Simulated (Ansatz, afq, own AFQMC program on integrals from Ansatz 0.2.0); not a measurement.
# CH₂Al, quartet: AFQMC among the cluster methods

| atom | x (Å) | y (Å) | z (Å) |
| --- | --- | --- | --- |
| Al | 0.0000 | -0.0854 | 0.8632 |
| C | 0.0000 | 0.0337 | -1.8452 |
| H | 0.0000 | 1.3107 | 1.6703 |
| H | 0.0000 | 0.5727 | -2.7909 |

Connectivity, by distances: AlH ··· CH.

Basis cc-pVDZ. Noble-gas cores (and the filled d shells of Ga–Kr and In–Xe) are frozen. AFQMC by an in-house program on the Cholesky factors that Ansatz 0.2.0 writes for its CCSD(T) run. ph-AFQMC/CISD is guided by a CISD state made of CCSD amplitudes; releasing the constraint for a short imaginary time cuts its bias at the price of noise, slowly where states lie close. Error bars are statistical, one sigma.

Determinant: ROHF, the one that the program's search chose, which needn't be the lowest solution. The geometry is a point of a scan.

No full CI on the walks' own integrals is used here; CCSDT(Q) serves as the reference and is uncertain by about the last step of the cluster series.

Cautions: lower spins were not checked; higher spins were not checked; a spin-contaminated unrestricted determinant lies lower (UHF 472 meV lower, ⟨S²⟩ 3.92); raised T1 diagnostic (T1 0.045, weight of the determinant 0.86, largest double 0.06).

* T1 diagnostic: 0.0452
* weight of the determinant in the CISD state: 0.864
* size of the correlated space: 9 electrons in 36 orbitals

| level | correlation energy (eV) |
| --- | --- |
| MP2 | -3.9055 |
| CCSD | -4.8507 |
| CCSD(T) | -5.0022 |

(1) Estimate where AFQMC with the constraint released lies against CCSD(T) on the same integrals.

(1) 1.94 ± 0.66 kcal/mol below CCSD(T).

Reference: CCSDT(Q), correlation energy -5.059 eV. The released energy is read at 2.40 1/Eh (meV from the phaseless value at times in 1/Eh: -17 ± 20 at 0.24, 1 ± 16 at 0.51, -15 ± 17 at 0.99, 13 ± 27 at 1.62, -51 ± 29 at 2.40).

| level | E − E(reference) (kcal/mol) | share of correlation (%) |
| --- | --- | --- |
| CCSD(T) | 1.30 | 98.88 |
| CCSDT | 0.28 | 99.76 |
| ph-AFQMC/CISD | 0.53 ± 0.37 | 99.55 |
| released AFQMC | -0.64 ± 0.66 | 100.55 |

A walk keeps the symmetry of its determinant, which the program's search chose and which needn't be the lowest solution, so a lower state of the same spin and another symmetry isn't excluded. Released energies are given only where the last usable release times agree within the noise; a slower fall can still hide under it.
